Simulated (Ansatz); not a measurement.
## hcp Hf

Level of theory: PBE+SOC (plane waves, PAW; Ansatz, a quantum-chemistry and plane-wave program).

Numerical settings: plane-wave cutoff 520 eV, 18×18×12 k mesh (along the axes of the cell as run), Fermi–Dirac smearing 0.05 eV, PAW data made under PBE.

Cell: relaxed at this level.

```json
{
  "equilibrium_volume_per_atom": "22.47 Å³/atom",
  "bulk modulus B0": "107 GPa",
  "lattice_parameter_a": "3.201 Å",
  "lattice_parameter_c": "5.064 Å",
  "band_gap": "none",
  "pressure derivative B′ of the bulk modulus": "3.4"
}
```

Measured, for comparison: bulk modulus 110 GPa (zero-point energy and finite temperature contributions removed; as tabulated in doi:10.1021/acs.jctc.3c00612); lattice constant a 3.194 Å (293 K, not corrected to a static lattice, our sources range from 3.194 to 3.200; as tabulated in Wikipedia's data pages); lattice parameter c 5.051 Å (293 K, not corrected to a static lattice; as tabulated in Wikipedia's data pages). Computed (rounded) less measured: bulk modulus -3 %, lattice constant a +0.2 % (0.0 % to +0.2 % over the range), lattice parameter c +0.3 %.

Note: the bulk modulus comes from volumes at which shape and atoms were relaxed.

The computed numbers hold no vibrational or temperature effects.
